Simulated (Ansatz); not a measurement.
**CH4FSi with multiplicity 2: rotation by 120° about the C1–Si2 bond**

Aim: the minimum-energy path and barrier of the rotation by 120° about the C1–Si2 bond. The ends are relaxed first, then joined by a nudged elastic band. SMILES of the start: C[SiH]F.

Program: Ansatz 0.2.0. Level of theory: UKS PBE-D4/STO-3G. These are calculated values, not measurements.

## Step 1: The system as given

Bond lengths: C1–Si2 1.892 Å, Si2–F3 1.630 Å, C1–H4 1.087 Å, C1–H5 1.085 Å, C1–H6 1.089 Å, Si2–H7 1.453 Å. Angles: C1–Si2–F3 106.3°, C1–Si2–H7 117.7°, F3–Si2–H7 102.5°, Si2–C1–H4 111.7°, Si2–C1–H5 111.4°, Si2–C1–H6 110.0°, H4–C1–H5 108.0°, H4–C1–H6 107.6°, H5–C1–H6 108.0°.

Coordinates:

```xyz
7

C    -0.6661    0.4008   -0.3103
Si    0.9552   -0.5534   -0.1137
F     0.6468   -1.7697    0.9261
H    -1.4428   -0.2154   -0.7560
H    -0.5363    1.2791   -0.9344
H    -1.0250    0.7296    0.6644
H     2.0681    0.1291    0.5238
```

## Step 2: Relaxing end A

File input.yaml:

```yaml
crystal:
  periodic: [false, false, false]
  atoms:
    - { symbol: C, position_ang: [-0.66614, 0.40083, -0.31031] }
    - { symbol: Si, position_ang: [0.95524, -0.55339, -0.11366] }
    - { symbol: F, position_ang: [0.64681, -1.76974, 0.92613] }
    - { symbol: H, position_ang: [-1.44276, -0.21544, -0.756] }
    - { symbol: H, position_ang: [-0.53629, 1.27905, -0.93439] }
    - { symbol: H, position_ang: [-1.02495, 0.72958, 0.66445] }
    - { symbol: H, position_ang: [2.06809, 0.12912, 0.52378] }
magnetization:
  spin_polarized: true
  initial_magnetization: 1
basis:
  gaussian: { orbitals: STO-3G }
hamiltonian:
  xc: pbe
  dispersion: d4
relax:
  f_tol: 0.015
  max_steps: 40
```

Started as:

```bash
$ ansatz run input.yaml --threads 1 --pin off --max-ram 2048MiB --backend cpu --events-out ev --progress --plain --runs-dir out
```

The program printed, shortened:

```text
Warning: RAYON_NUM_THREADS=1 ignored (pool sized by the plan → 1); use --threads N
[...]
Functional definition: PBE
[...]
317 factors; integrals over basis functions are off by at most 8.6e-6 eV
[...]
mean field -11543.26669708 eV, -424.2072268107 hartree, gradient 6.5e-5 eV, S^2 0.750308; 0 other end points of the search recorded, 0 dependent functions left out
[...]
reference -11543.26671484 eV, -424.2072274630 hartree; 17, 16 occupied and 6, 7 virtual orbitals, 317 factors
relax step   1: F+E_penalty+E_count = -11543.36734759 eV  Δ(F+E_penalty+E_count) = +0.000e0 eV  max|allowed force component| = 1.631e0 eV/Å  Δτ_max = 0.0000 Å  (22 SCF iters, accepted)
[...]
relax step   5: F+E_penalty+E_count = -11543.51771046 eV  Δ(F+E_penalty+E_count) = +7.661e-4 eV  max|allowed force component| = 2.264e-1 eV/Å  Δτ_max = 0.0239 Å  (26 SCF iters, rejected (line search))
[...]
relax step   6: F+E_penalty+E_count = -11543.51882341 eV  Δ(F+E_penalty+E_count) = -3.468e-4 eV  max|allowed force component| = 6.545e-3 eV/Å  Δτ_max = 0.0120 Å  (21 SCF iters, accepted)
317 factors; integrals over basis functions are off by at most 2.1e-5 eV
mean field -11543.41803418 eV, -424.2127883462 hartree, gradient 1.8e-5 eV, S^2 0.750423; 1 other end points of the search recorded, 0 dependent functions left out
[...]
reference -11543.41805193 eV, -424.2127889986 hartree; 17, 16 occupied and 6, 7 virtual orbitals, 317 factors
Total energy: -11543.51884116 eV, -424.2164929345 hartree
Atom 0 at    -0.641063     0.388028    -0.302306 Å, force     0.003913     0.000206     0.000867 eV/Å
Atom 1 at     0.963495    -0.628464    -0.161920 Å, force     0.001175    -0.003929     0.006545 eV/Å
Atom 2 at     0.651855    -1.836225     0.946505 Å, force     0.001891     0.000660    -0.001897 eV/Å
Atom 3 at    -1.464615    -0.191228    -0.752293 Å, force    -0.001589     0.002646    -0.001140 eV/Å
Atom 4 at    -0.474313     1.276657    -0.934414 Å, force    -0.003312     0.001000     0.000058 eV/Å
Atom 5 at    -0.981575     0.742529     0.687792 Å, force     0.002317    -0.001018    -0.002220 eV/Å
Atom 6 at     1.946215     0.248714     0.516637 Å, force    -0.004395     0.000436    -0.002212 eV/Å
Dipole moment:     0.019160    -0.002120    -0.111183 e Å
```

It took 10 s on 1 thread of Arm Neoverse V1, shared host; peak memory 0.12 GiB.

The steps of the relaxation:

| step | energy from step 1 (eV) | largest force component (eV/Å) |
| --- | --- | --- |
| 1 | 0.0000 | 1.6309 |
| 2 | -0.1118 | 1.0769 |
| 3 | -0.1490 | 0.1662 |
| 4 | -0.1511 | 0.0487 |
| 5x | -0.1504 | 0.2264 |
| 6 | -0.1515 | 0.0065 |

Step 1 is the start. 1 step was tried and not accepted (marked x).

After: Bond lengths: C1–Si2 1.905 Å, Si2–F3 1.669 Å, C1–H4 1.103 Å, C1–H5 1.103 Å, C1–H6 1.105 Å, Si2–H7 1.482 Å. Angles: C1–Si2–F3 106.1°, C1–Si2–H7 106.1°, F3–Si2–H7 104.4°, Si2–C1–H4 112.3°, Si2–C1–H5 110.2°, Si2–C1–H6 111.4°, H4–C1–H5 107.6°, H4–C1–H6 107.7°, H5–C1–H6 107.5°.

## Step 3: End point B

The second end starts from a geometry with the move made by hand.

input.yaml, as its differences from that of step 2:

```diff
@@ -5,3 +5,3 @@
     - { symbol: Si, position_ang: [0.95524, -0.55339, -0.11366] }
-    - { symbol: F, position_ang: [0.64681, -1.76974, 0.92613] }
+    - { symbol: F, position_ang: [2.04219, 0.50836, 0.47542] }
     - { symbol: H, position_ang: [-1.44276, -0.21544, -0.756] }
@@ -9,3 +9,3 @@
     - { symbol: H, position_ang: [-1.02495, 0.72958, 0.66445] }
-    - { symbol: H, position_ang: [2.06809, 0.12912, 0.52378] }
+    - { symbol: H, position_ang: [1.60772, -1.03307, -1.3198] }
 magnetization:
```

Started as:

```bash
$ ansatz run input.yaml --threads 1 --pin off --max-ram 2048MiB --backend cpu --events-out ev --progress --plain --runs-dir out
```

The program printed, shortened:

```text
Warning: RAYON_NUM_THREADS=1 ignored (pool sized by the plan → 1); use --threads N
[...]
Functional definition: PBE
[...]
317 factors; integrals over basis functions are off by at most 8.6e-6 eV
[...]
mean field -11543.27211556 eV, -424.2074259361 hartree, gradient 6.5e-5 eV, S^2 0.750310; 0 other end points of the search recorded, 0 dependent functions left out
[...]
reference -11543.27213332 eV, -424.2074265885 hartree; 17, 16 occupied and 6, 7 virtual orbitals, 317 factors
relax step   1: F+E_penalty+E_count = -11543.37274309 eV  Δ(F+E_penalty+E_count) = +0.000e0 eV  max|allowed force component| = 1.205e0 eV/Å  Δτ_max = 0.0000 Å  (22 SCF iters, accepted)
[...]
relax step   5: F+E_penalty+E_count = -11543.51794482 eV  Δ(F+E_penalty+E_count) = +5.995e-4 eV  max|allowed force component| = 1.678e-1 eV/Å  Δτ_max = 0.0217 Å  (26 SCF iters, rejected (line search))
[...]
mean field -11543.41803058 eV, -424.2127882141 hartree, gradient 2.1e-5 eV, S^2 0.750423; 1 other end points of the search recorded, 0 dependent functions left out
[...]
reference -11543.41804834 eV, -424.2127888667 hartree; 17, 16 occupied and 6, 7 virtual orbitals, 317 factors
Total energy: -11543.51883282 eV, -424.2164926279 hartree
Atom 0 at    -0.642156     0.384168    -0.300720 Å, force     0.000594    -0.005534     0.001287 eV/Å
Atom 1 at     0.976432    -0.583503    -0.032759 Å, force     0.007086     0.005997    -0.002860 eV/Å
Atom 2 at     2.095523     0.526807     0.514283 Å, force    -0.000237    -0.002982    -0.000500 eV/Å
Atom 3 at    -1.398714    -0.264859    -0.773438 Å, force    -0.003059     0.004010    -0.000733 eV/Å
Atom 4 at    -0.487532     1.254236    -0.964819 Å, force     0.002725    -0.004690     0.001511 eV/Å
Atom 5 at    -1.067774     0.756685     0.646134 Å, force    -0.001113    -0.000234    -0.003667 eV/Å
Atom 6 at     1.459231    -0.957614    -1.382971 Å, force    -0.005996     0.003432     0.004962 eV/Å
Dipole moment:    -0.050202    -0.088048     0.049706 e Å
```

Run time: 10 s. Hardware: 1 thread of Arm Neoverse V1, shared host; peak memory 0.13 GiB.

Step by step:

| step | energy from step 1 (eV) | largest force component (eV/Å) |
| --- | --- | --- |
| 1 | 0.0000 | 1.2048 |
| 2 | -0.1120 | 1.0790 |
| 3 | -0.1437 | 0.1673 |
| 4 | -0.1458 | 0.0426 |
| 5x | -0.1452 | 0.1678 |
| 6 | -0.1461 | 0.0071 |

Step 1 is the start. 1 step was tried and not accepted (marked x).

After: Bond lengths: C1–Si2 1.905 Å, Si2–F3 1.669 Å, C1–H4 1.103 Å, C1–H5 1.105 Å, C1–H6 1.103 Å, Si2–H7 1.482 Å. Angles: C1–Si2–F3 106.1°, C1–Si2–H7 106.1°, F3–Si2–H7 104.4°, Si2–C1–H4 110.1°, Si2–C1–H5 111.4°, Si2–C1–H6 112.3°, H4–C1–H5 107.6°, H4–C1–H6 107.6°, H5–C1–H6 107.7°.

## Step 4: The band

crystal.atoms is end A as relaxed above, and neb.final_atoms is end B, turned to lie on A. With 5 inner images the band has 7 in all. The start path is listed, through a guess of the saddle.

File input.yaml:

```yaml
crystal:
  periodic: [false, false, false]
  atoms:
    - { symbol: C, position_ang: [-0.641063, 0.388028, -0.302306] }
    - { symbol: Si, position_ang: [0.963495, -0.628464, -0.16192] }
    - { symbol: F, position_ang: [0.651855, -1.836225, 0.946505] }
    - { symbol: H, position_ang: [-1.464615, -0.191228, -0.752293] }
    - { symbol: H, position_ang: [-0.474313, 1.276657, -0.934414] }
    - { symbol: H, position_ang: [-0.981575, 0.742529, 0.687792] }
    - { symbol: H, position_ang: [1.946215, 0.248714, 0.516637] }
magnetization:
  spin_polarized: true
  initial_magnetization: 1
basis:
  gaussian: { orbitals: STO-3G }
hamiltonian:
  xc: pbe
  dispersion: d4
neb:
  order_check: false
  images: 5
  f_tol: 0.03
  max_iterations: 60
  final_atoms:
    - { symbol: C, position_ang: [-0.68896927, 0.34292122, -0.24642791] }
    - { symbol: Si, position_ang: [0.71534651, -0.91487647, 0.02534316] }
    - { symbol: F, position_ang: [0.97333425, -0.97328352, 1.67289858] }
    - { symbol: H, position_ang: [-0.83645638, 0.52010436, -1.32528474] }
    - { symbol: H, position_ang: [-0.45579888, 1.31644136, 0.22244786] }
    - { symbol: H, position_ang: [-1.64930077, -0.00718313, 0.16786964] }
    - { symbol: H, position_ang: [1.94184354, -0.28411283, -0.51684558] }
  initial_path:
    images:
      - { positions_ang: [[-0.641063, 0.388028, -0.302306], [0.963495, -0.628464, -0.16192], [0.651855, -1.836225, 0.946505], [-1.464615, -0.191228, -0.752293], [-0.474313, 1.276657, -0.934414], [-0.981575, 0.742529, 0.687792], [1.946215, 0.248714, 0.516637]] }
      - { positions_ang: [[-0.65784517, 0.38093788, -0.30001533], [0.92528231, -0.65559215, -0.13448433], [0.68168681, -1.68054543, 1.09994716], [-1.3976233, -0.10183327, -0.89253101], [-0.45997421, 1.32291285, -0.75516189], [-1.10189635, 0.58260972, 0.64914733], [2.01036891, 0.1515214, 0.33309907]] }
      - { positions_ang: [[-0.67462735, 0.37384777, -0.29772467], [0.88706962, -0.6827203, -0.10704866], [0.71151862, -1.52486585, 1.25338933], [-1.3306316, -0.01243854, -1.03276902], [-0.44563542, 1.3691687, -0.57590979], [-1.2222177, 0.42269043, 0.61050266], [2.07452281, 0.0543288, 0.14956115]] }
      - { positions_ang: [[-0.69140952, 0.36675765, -0.295434], [0.84885693, -0.70984845, -0.07961299], [0.74135043, -1.36918628, 1.40683149], [-1.26363989, 0.07695618, -1.17300703], [-0.43129663, 1.41542456, -0.39665768], [-1.34253904, 0.26277115, 0.57185799], [2.13867672, -0.0428638, -0.03397678]] }
      - { positions_ang: [[-0.6905961, 0.35881217, -0.27909864], [0.80435346, -0.77819113, -0.04462761], [0.81867837, -1.23721869, 1.49552052], [-1.12124539, 0.22467224, -1.22376626], [-0.43946404, 1.38243016, -0.19028917], [-1.44479295, 0.17278639, 0.4371952], [2.07306566, -0.12328014, -0.19493305]] }
      - { positions_ang: [[-0.68978269, 0.3508667, -0.26276327], [0.75984998, -0.8465338, -0.00964223], [0.89600631, -1.1052511, 1.58420955], [-0.97885088, 0.3723883, -1.2745255], [-0.44763146, 1.34943576, 0.01607935], [-1.54704686, 0.08280163, 0.30253242], [2.0074546, -0.20369649, -0.35588931]] }
      - { positions_ang: [[-0.68896927, 0.34292122, -0.24642791], [0.71534651, -0.91487647, 0.02534316], [0.97333425, -0.97328352, 1.67289858], [-0.83645638, 0.52010436, -1.32528474], [-0.45579888, 1.31644136, 0.22244786], [-1.64930077, -0.00718313, 0.16786964], [1.94184354, -0.28411283, -0.51684558]] }
```

Started as:

```bash
$ ansatz run input.yaml --threads 1 --pin off --max-ram 2048MiB --backend cpu --events-out ev --progress --plain --runs-dir out
```

The program printed, shortened:

```text
Warning: RAYON_NUM_THREADS=1 ignored (pool sized by the plan → 1); use --threads N
[...]
Functional definition: PBE
[...]
315 factors; integrals over basis functions are off by at most 1.0e-5 eV
[...]
mean field -11543.41804125 eV, -424.2127886063 hartree, gradient 1.9e-5 eV, S^2 0.750423; 0 other end points of the search recorded, 0 dependent functions left out
[...]
reference -11543.41805902 eV, -424.2127892592 hartree; 17, 16 occupied and 6, 7 virtual orbitals, 315 factors
315 factors; integrals over basis functions are off by at most 3.1e-5 eV
[...]
mean field -11543.41802348 eV, -424.2127879531 hartree, gradient 1.9e-5 eV, S^2 0.750423; 0 other end points of the search recorded, 0 dependent functions left out
[...]
reference -11543.41804130 eV, -424.2127886080 hartree; 17, 16 occupied and 6, 7 virtual orbitals, 315 factors
[...]
reference -11543.10402643 eV, -424.2012487743 hartree; 17, 16 occupied and 6, 7 virtual orbitals, 315 factors
315 factors; integrals over basis functions are off by at most 1.9e-5 eV
[...]
mean field -11543.21775786 eV, -424.2054283274 hartree, gradient 4.7e-6 eV, S^2 0.750326; 0 other end points of the search recorded, 0 dependent functions left out
[...]
reference -11543.21777544 eV, -424.2054289735 hartree; 17, 16 occupied and 6, 7 virtual orbitals, 315 factors
NEB iter   1: max|band force component| = 2.279e0 eV/Å  barrier→ = 0.3140 eV  barrier← = 0.3140 eV  Δτ_max = 0.1860 Å  (160 SCF iters)
[...]
NEB iter   2: max|band force component| = 1.146e0 eV/Å  barrier→ = 0.0516 eV  barrier← = 0.0515 eV  Δτ_max = 0.0517 Å  (129 SCF iters)
[...]
315 factors; integrals over basis functions are off by at most 2.1e-5 eV
mean field -11543.41016437 eV, -424.2124991363 hartree, gradient 2.1e-5 eV, S^2 0.750405; 0 other end points of the search recorded, 0 dependent functions left out
[...]
reference -11543.41018196 eV, -424.2124997827 hartree; 17, 16 occupied and 6, 7 virtual orbitals, 315 factors
```

## Step 5: The log goes on: band between the two ends

Output, continued, shortened:

```text
[...]
315 factors; integrals over basis functions are off by at most 3.3e-5 eV
mean field -11543.39715872 eV, -424.2120211872 hartree, gradient 1.0e-5 eV, S^2 0.750395; 0 other end points of the search recorded, 0 dependent functions left out
[...]
reference -11543.39717650 eV, -424.2120218408 hartree; 17, 16 occupied and 6, 7 virtual orbitals, 315 factors
[...]
315 factors; integrals over basis functions are off by at most 3.6e-5 eV
mean field -11543.39381911 eV, -424.2118984591 hartree, gradient 9.8e-6 eV, S^2 0.750398; 0 other end points of the search recorded, 0 dependent functions left out
[...]
reference -11543.39383712 eV, -424.2118991206 hartree; 17, 16 occupied and 6, 7 virtual orbitals, 315 factors
[...]
315 factors; integrals over basis functions are off by at most 3.1e-5 eV
[...]
NEB iter   5: max|band force component| = 8.988e-3 eV/Å  barrier→ = 0.0234 eV  barrier← = 0.0234 eV  CI = image 3  Δτ_max = 0.0000 Å  (225 SCF iters)
Total energy: -11543.49545192 eV, -424.2156333959 hartree
Atom 0 at    -0.668377     0.350517    -0.297300 Å, force     0.000710     0.000805     0.001431 eV/Å
Atom 1 at     0.845764    -0.794754    -0.094576 Å, force    -0.001684     0.000941    -0.003118 eV/Å
Atom 2 at     0.740379    -1.412866     1.451572 Å, force     0.000478    -0.000195     0.002208 eV/Å
Atom 3 at    -1.271928     0.093455    -1.184205 Å, force     0.000078     0.000083     0.000070 eV/Å
Atom 4 at    -0.354531     1.403146    -0.402992 Å, force    -0.000671    -0.000550    -0.000339 eV/Å
Atom 5 at    -1.332339     0.280600     0.582351 Å, force     0.000943    -0.000670    -0.001128 eV/Å
Atom 6 at     2.041030     0.079914    -0.054848 Å, force     0.000146    -0.000414     0.000875 eV/Å
Dipole moment:    -0.012377    -0.046159    -0.097934 e Å
this run last wrote the band of iteration 5 to <dir>
```

Run time: 38 s. Hardware: 1 thread of Arm Neoverse V1, shared host; peak memory 0.096 GiB.

## Step 6: What the band shows

The 5 inner images lie between the fixed ends 0 and 6. Energy is taken from image 0, and the path length is the program's own coordinate along the band.

| image | path (Å) | energy (eV) | dihedral H5–C1–Si2–F3 (°) | band force (eV/Å) |
| --- | --- | --- | --- | --- |
| 0 | 0.000 | 0.0000 | 174 | - |
| 1 | 0.454 | 0.0059 | 153 | 0.007 |
| 2 | 0.909 | 0.0178 | 134 | 0.009 |
| 3* | 1.363 | 0.0234 | 114 | 0.003 |
| 4 | 1.821 | 0.0177 | 94 | 0.009 |
| 5 | 2.279 | 0.0062 | 74 | 0.007 |
| 6 | 2.736 | 0.0000 | 54 | - |

The star marks the climbing image.

image, energy (eV) and a bar:
```
        0      0.000 
        1      0.006 ########
        2      0.018 #######################
        3      0.023 ##############################
        4      0.018 #######################
        5      0.006 ########
        6      0.000
```

How the highest energy settled:

| iteration | highest image above image 0 (eV) | largest band force (eV/Å) |
| --- | --- | --- |
| 1 | 0.3140 | 2.279 |
| 2 | 0.0516 | 1.146 |
| 3 | 0.0243 | 0.356 |
| 4 | 0.0235 | 0.122 |
| 5 | 0.0234 | 0.009 |

Positions of all images (Å):

```xyz
7
image=0 dE=0.0000
C    -0.641    0.388   -0.302
Si    0.963   -0.628   -0.162
F     0.652   -1.836    0.947
H    -1.465   -0.191   -0.752
H    -0.474    1.277   -0.934
H    -0.982    0.743    0.688
H     1.946    0.249    0.517
7
image=1 dE=0.0059
C    -0.651    0.372   -0.302
Si    0.924   -0.689   -0.153
F     0.669   -1.723    1.131
H    -1.431   -0.106   -0.919
H    -0.409    1.343   -0.767
H    -1.092    0.577    0.690
H     1.989    0.226    0.320
7
image=2 dE=0.0178
C    -0.660    0.361   -0.301
Si    0.886   -0.745   -0.131
F     0.696   -1.580    1.301
H    -1.365   -0.010   -1.065
H    -0.369    1.386   -0.587
H    -1.212    0.421    0.654
H     2.024    0.167    0.129
7
image=3 dE=0.0234
C    -0.668    0.351   -0.297
Si    0.846   -0.795   -0.095
F     0.740   -1.413    1.452
H    -1.272    0.093   -1.184
H    -0.355    1.403   -0.403
H    -1.332    0.281    0.582
H     2.041    0.080   -0.055
7
image=4 dE=0.0177
C    -0.674    0.347   -0.284
Si    0.802   -0.841   -0.058
F     0.800   -1.264    1.555
H    -1.145    0.228   -1.274
H    -0.360    1.401   -0.191
H    -1.453    0.157    0.475
H     2.031   -0.029   -0.223
7
image=5 dE=0.0062
C    -0.681    0.344   -0.266
Si    0.757   -0.881   -0.018
F     0.879   -1.120    1.629
H    -0.995    0.373   -1.323
H    -0.391    1.371    0.022
H    -1.563    0.062    0.333
H     1.995   -0.149   -0.377
7
image=6 dE=0.0000
C    -0.689    0.343   -0.246
Si    0.715   -0.915    0.025
F     0.973   -0.973    1.673
H    -0.836    0.520   -1.325
H    -0.456    1.316    0.222
H    -1.649   -0.007    0.168
H     1.942   -0.284   -0.517
```

## Step 7: Frequencies at the highest image

The geometry is the highest inner image of the first converged band.

File input.yaml:

```yaml
crystal:
  periodic: [false, false, false]
  atoms:
    - { symbol: C, position_ang: [-0.668377, 0.350517, -0.2973] }
    - { symbol: Si, position_ang: [0.845764, -0.794754, -0.094576] }
    - { symbol: F, position_ang: [0.740379, -1.412866, 1.451572] }
    - { symbol: H, position_ang: [-1.271928, 0.093455, -1.184205] }
    - { symbol: H, position_ang: [-0.354531, 1.403146, -0.402992] }
    - { symbol: H, position_ang: [-1.332339, 0.2806, 0.582351] }
    - { symbol: H, position_ang: [2.04103, 0.079914, -0.054848] }
magnetization:
  spin_polarized: true
  initial_magnetization: 1
basis:
  gaussian: { orbitals: STO-3G }
hamiltonian:
  xc: pbe
  dispersion: d4
phonons: {}
```

Started as:

```bash
$ ansatz run input.yaml --threads 1 --pin off --max-ram 2048MiB --backend cpu --events-out ev --progress --plain --runs-dir out
```

The program printed, shortened:

```text
Warning: RAYON_NUM_THREADS=1 ignored (pool sized by the plan → 1); use --threads N
[...]
Functional definition: PBE
[...]
315 factors; integrals over basis functions are off by at most 9.6e-6 eV
[...]
mean field -11543.39476976 eV, -424.2119333946 hartree, gradient 1.8e-5 eV, S^2 0.750408; 0 other end points of the search recorded, 0 dependent functions left out
[...]
reference -11543.39478745 eV, -424.2119340447 hartree; 17, 16 occupied and 6, 7 virtual orbitals, 315 factors
[...]
315 factors; integrals over basis functions are off by at most 9.6e-6 eV
[...]
mean field -11543.39460176 eV, -424.2119272209 hartree, gradient 1.4e-6 eV, S^2 0.750408; 0 other end points of the search recorded, 0 dependent functions left out
[...]
reference -11543.39461945 eV, -424.2119278709 hartree; 17, 16 occupied and 6, 7 virtual orbitals, 315 factors
[...]
315 factors; integrals over basis functions are off by at most 9.5e-6 eV
[...]
WARN: phonons: modes at or below zero, which the zero-point energy, F, S and C_V leave out: 1, the lowest at -97.58 cm⁻¹. A minimum has none, and a first-order saddle one
Total energy: -11543.49546317 eV, -424.2156338092 hartree
Atom 0 at    -0.668377     0.350517    -0.297300 Å, force     0.000603     0.000852     0.001274 eV/Å
Atom 1 at     0.845764    -0.794754    -0.094576 Å, force    -0.001744     0.001220    -0.002789 eV/Å
Atom 2 at     0.740379    -1.412866     1.451572 Å, force     0.000559    -0.000436     0.002139 eV/Å
Atom 3 at    -1.271928     0.093455    -1.184205 Å, force     0.000055     0.000048     0.000129 eV/Å
Atom 4 at    -0.354531     1.403146    -0.402992 Å, force    -0.000576    -0.000600    -0.000405 eV/Å
Atom 5 at    -1.332339     0.280600     0.582351 Å, force     0.000943    -0.000653    -0.001146 eV/Å
Atom 6 at     2.041030     0.079914    -0.054848 Å, force     0.000159    -0.000430     0.000797 eV/Å
Dipole moment:    -0.012377    -0.046159    -0.097933 e Å
Vibrations: -97.58 262.77 681.41 730.95 833.19 843.92 929.35 978.75 1451.13 1650.65 1664.19 2432.44 3234.89 3404.42 3409.18 cm⁻¹, zero-point energy 1.395270 eV
```

Wall time 34 s (1 thread of Arm Neoverse V1, shared host); peak memory 0.095 GiB.

Of 15 modes, 1 is imaginary by more than 30 cm⁻¹ (98i cm⁻¹).

(Part 1 of 2 ends here.)
